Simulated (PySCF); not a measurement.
chloroform (CHCl₃), SMILES ClC(Cl)Cl. Atoms are numbered in the order given.

```xyz
5

Cl     1.4730    -0.8504    -0.0839
C      0.0000     0.0000     0.4540
Cl     0.0000     1.7009    -0.0839
Cl    -1.4730    -0.8504    -0.0839
H      0.0000     0.0000     1.5571
```
Charge 0, spin multiplicity 1.

Coordinates come from a PBE-D3(BJ)/def2-SVP optimisation.

Two levels are set side by side: PBE/pcSseg-2 (PySCF) and PBE0/pcSseg-2 (PySCF). GIAO shifts against HCl (³⁵Cl), TMS (¹H), TMS (¹³C) at the same level; non-relativistic, no solvent, atoms listed together averaged. Without spin–orbit terms, shifts of atoms bonded to Cl or Br come out too high at both levels. Differences are taken from unrounded values.

| quantity | PBE0 |
|---|---|
| δ(³⁵Cl) of Cl1, Cl3, Cl4 (ppm) | 416.0 |
| δ(¹³C) of C2 (ppm) | 112.3 |
| δ(¹H) of H5 (ppm) | 7.95 |

Q: What does PBE give, and how far is it from PBE0? (The exact figures need the calculation; the answer reports its results.)

A: 
| quantity | PBE | PBE minus PBE0 |
|---|---|---|
| δ(³⁵Cl) of Cl1, Cl3, Cl4 (ppm) | 458.2 | 42.2 |
| δ(¹³C) of C2 (ppm) | 120.4 | 8.1 |
| δ(¹H) of H5 (ppm) | 8.37 | 0.42 |

Rough cost on one machine, each run with all the roots and properties that it gave: PBE0 against PBE within a factor of 2.
